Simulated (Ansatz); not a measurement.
Property card for TiAl

Method: Ansatz 0.2.0, DFT r2SCAN, scalar-relativistic, plane waves, PAW.

Cutoff 500 eV; k points 14×14×14 on the computed 2-atom cell (Γ-centred); Gaussian smearing, width 0.10 eV; no spin polarisation.

The structure is relaxed at this level of theory with its symmetry kept.

It takes space group Pm-3m (No. 221, cubic). The conventional cell has a = 3.171 Å, b = 3.171 Å, c = 3.171 Å, α = 90.00°, β = 90.00°, γ = 90.00°. Around Ti (site symmetry m-3m) lie 8 Al at 2.75 Å. Al (site symmetry m-3m) has 8 Ti at 2.75 Å as nearest neighbours.

- Volume per atom: 107.6 bohr³
- Formation energy from the elements' standard states (uncorrected): -0.312 eV/atom
- Generalised Kohn–Sham band gap: none (metal)
- Density of states at the Fermi level: 2.09 states/eV per cell
- Löwdin character within 0.5 eV of the Fermi level: Ti 3d 83 %, Al 3p 9 %
- Bulk modulus: 120 GPa
- Its pressure derivative: 3.9
- Bader charges (e): Ti (1 in the cell) 0.71, Al (1 in the cell) -0.71

Cost: 9 runs of about 1.7 core-minutes in all, on Intel Xeon Platinum 8175M (Skylake/Cascade Lake) (shared hosts).